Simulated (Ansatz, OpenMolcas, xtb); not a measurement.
# A ladder of methods for C2H7Al (SMILES [CH3][AlH][CH3])

C2H7Al has 10 atoms, charge 0, and is taken as a singlet. SMILES: `[CH3][AlH][CH3]`. The coordinates come from a PBE0-D4/def2-TZVP relaxation.

Quantity: the HOMO–LUMO gap, in eV. The values are calculated.

```
           level                    kind     program  value (eV)
        GFN0-xTB          semi-empirical         xtb        4.69
    HF/def2-SVPD            Hartree–Fock      Ansatz       12.44
 SVWN5/def2-SVPD                     LDA  OpenMolcas        4.78
revPBE/def2-SVPD                     GGA      Ansatz        4.97
  TPSS/def2-SVPD                meta-GGA  OpenMolcas        5.18
 BHLYP/def2-SVPD           global hybrid      Ansatz        8.92
 wB97X/def2-SVPD  range-separated hybrid      Ansatz       11.30
B2PLYP/def2-SVPD           double hybrid  OpenMolcas        9.12
```

The values span 4.69 to 12.44 eV. Orbital gaps aren't excitation energies, and those of double hybrids come from the SCF part alone; they tend to grow with the share of exact exchange.
